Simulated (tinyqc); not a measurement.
Worked calculation: Hueckel theory of the pi electrons with the omega technique, for the molecule Fc1c[cH+]1 (SMILES; centres numbered as the heavy atoms are written). One step of it, computed by the program tinyqc.

Question. Energy, charges, bond orders. E = sum n x; q_r = z_r - P_rr; bond order p = P_rs; free valence = sqrt(3) - sum of p over the bonds of the atom.

final x values: 3.295771  2.154288  -0.689267  -0.760794

occupations: 2.000000  2.000000  0.000000  0.000000

final P, lower triangle:
```
           1F        2C        3C        4C
1F   1.954892
2C   0.245250  0.666574
3C  -0.118391  0.643692  0.689267
4C  -0.118391  0.643692  0.689267  0.689267
```

Centres:
```
centre  z_r, pi electrons of the neutral centre         h
1F                                            2  3.000000
2C                                            1  0.000000
3C                                            1  0.000000
4C                                            1  0.000000
```

Bonds:
```
i  j         k
1  2  0.700000
2  3         1
3  4         1
4  2         1
```

Give: pi energy = 4 alpha + this times beta; pi charges; Bond orders and lengths from R = 1.517 - 0.180 p; free valence of the carbons; gap between the highest filled and the next level.

Answer.

pi energy = 4 alpha + this times beta = 10.9001

pi charges: 1F 0.0451, 2C 0.3334, 3C 0.3107, 4C 0.3107

Bond orders and lengths from R = 1.517 - 0.180 p (angstrom, C-C alone):
```
bond       p       R
1-2   0.2453       -
2-3   0.6437  1.4011
3-4   0.6893  1.3929
4-2   0.6437  1.4011
```

free valence of the carbons: 2C 0.1994, 3C 0.3991, 4C 0.3991

gap between the highest filled and the next level = 2.8436 |beta|
